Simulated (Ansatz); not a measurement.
A made-up structure of CH$_{2}$AlS, doublet:

```
5
angstrom
Al -0.2260 0.6150 -0.4365
C 0.3188 -0.8684 0.6168
S 0.7615 -2.0726 1.4709
H 1.4755 -3.1659 1.8511
H -1.7329 1.0612 -0.2939
```

It is relaxed with PBE-D4/def2-SVP and then PBE0-D4/def2-TZVP (Ansatz 0.2.0). Atoms count as bonded within 1.22 times the sum of their covalent radii (H–H: 0.88 Å). The end point is not checked to be a true minimum.

Does its bonding change? (A judgement: the text doesn't fix the answer.)

By the calculation: No: no bond forms or breaks.

Where it ends: The first stage lowers the energy by 2.14 eV in 12 steps. It ends as CH₂AlS ([AlH][C][SH]):
| atom | x (Å) | y (Å) | z (Å) |
| --- | --- | --- | --- |
| Al1 | -0.3161 | 0.4923 | -0.0094 |
| C2 | 0.2154 | -1.0633 | 0.7295 |
| S3 | 0.9636 | -1.8709 | 1.9152 |
| H4 | 1.3211 | -3.0530 | 1.3217 |
| H5 | -1.5872 | 1.0642 | -0.7487 |

Labels in which every atom is bracketed show which atoms are joined, not bond orders.

For scale, one of the runs: PBE0-D4/def2-TZVP relaxation, 117 basis functions, launched by `ansatz run in.yaml --threads 2 --pin off --events-out ev --progress --plain --max-ram 4352MiB`. The run took about 95 s on 2 CPU threads of an Intel Xeon Platinum 8259CL (shared host).
